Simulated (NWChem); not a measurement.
# dichloromethane (CH2Cl2) in NWChem

```xyz
5

Cl     1.4776     0.0000    -0.2145
C      0.0000     0.0000     0.7559
Cl    -1.4776     0.0000    -0.2145
H      0.0000    -0.9015     1.3789
H      0.0000     0.9015     1.3789
```
Charge 0, spin multiplicity 1.

All runs are NWChem calculations. Structure: optimised with PBE0/def2-SVP, a minimum by its harmonic frequencies.

Symmetry labels belong to the abelian group C2v used in the runs, with the axes of the coordinates shown; states degenerate in a higher group split over its labels.

Q: List the lowest 4 singlet excitations that TD-PBE/aug-cc-pVDZ gives, with oscillator strengths.

A: 
```csv
state,symmetry,energy (eV),wavelength (nm),f
1,b2,6.11,203,0.001
2,b1,6.51,190,0.015
3,a2,6.70,185,0.000
4,b2,6.84,181,0.012
```
